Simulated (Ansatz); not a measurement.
# A reaction path, image by image

C₂H₃N, singlet, from C₂H₃N (CC#N) to C₂H₃N ([C][N][CH3]); PBE0-D4/def2-SVP (Ansatz 0.2.0). Settings:

```yaml
hamiltonian: {xc: pbe0, dispersion: d4}
neb:
  images: 5
  climbing: true
  max_iterations: 40
  initial_path: idpp
```

First end:

```
atom    x (Å)    y (Å)    z (Å)
  C1  -0.3395   0.1315   0.3235
  C2   0.6707  -0.2598  -0.6390
  N3   1.4716  -0.5700  -1.4022
  H4  -0.3800   1.2188   0.4036
  H5  -1.3181  -0.2352   0.0101
  H6  -0.1046  -0.2854   1.3040
```

Second end:

```
6
angstrom
C -0.3334 0.1291 0.3177
C 1.4606 -0.5657 -1.3917
N 0.6491 -0.2514 -0.6185
H -0.3708 1.2166 0.3950
H -1.3101 -0.2392 0.0010
H -0.0952 -0.2894 1.2964
```

The ends were relaxed with PBE0-D4 in triple zeta, so they are not quite minima here (largest force components 0.71 and 0.66 eV/Å).

Energies along the converged band: It took 11 iterations. Path lengths are measured after rigid turns and shifts between images are taken out.
```
       image  path length (Å)  energy (kJ/mol)
           0             0.00              0.0
           1             0.47             39.5
           2             0.94            193.0
3 (climbing)             1.41            281.9
           4             1.89            221.3
           5             2.38            124.6
           6             2.86             96.3
```
Energies count from the first end.

The images between the ends:
Image 1:
```xyz
6
angstrom
C -0.3457 0.0682 0.3421
C 0.5832 -0.5001 -0.6120
N 1.4096 -0.3293 -1.3996
H -0.1481 1.1485 0.2503
H -1.3819 -0.1337 0.0573
H -0.1169 -0.2536 1.3619
```

Image 2:
```xyz
6
angstrom
C -0.2874 0.0877 0.3232
C 0.4577 -0.8168 -0.6675
N 1.1837 -0.1458 -1.2822
H 0.0173 1.1515 0.2454
H -1.3407 0.0032 0.0676
H -0.0305 -0.2797 1.3136
```

Image 3:
```xyz
6
angstrom
C -0.1908 0.1551 0.2912
C 0.3361 -1.0876 -0.8091
N 0.8862 -0.0710 -1.1119
H 0.1342 1.2035 0.2802
H -1.2693 0.1063 0.1104
H 0.1038 -0.3062 1.2391
```

Image 4:
```xyz
6
angstrom
C -0.1068 0.2732 0.2907
C 0.2985 -1.3157 -1.0690
N 0.5942 -0.1672 -0.9796
H 0.1765 1.3146 0.3546
H -1.2031 0.1729 0.2228
H 0.2407 -0.2777 1.1805
```

Image 5:
```xyz
6
angstrom
C -0.0796 0.3253 0.3272
C 0.3356 -1.3943 -1.3900
N 0.3352 -0.3538 -0.8434
H 0.2094 1.3789 0.3201
H -1.1729 0.2312 0.3975
H 0.3723 -0.1873 1.1887
```

The band counts as converged below 0.05 eV/Å. The run took about 51 s on 2 CPU threads of an Arm Neoverse V1 (shared host).
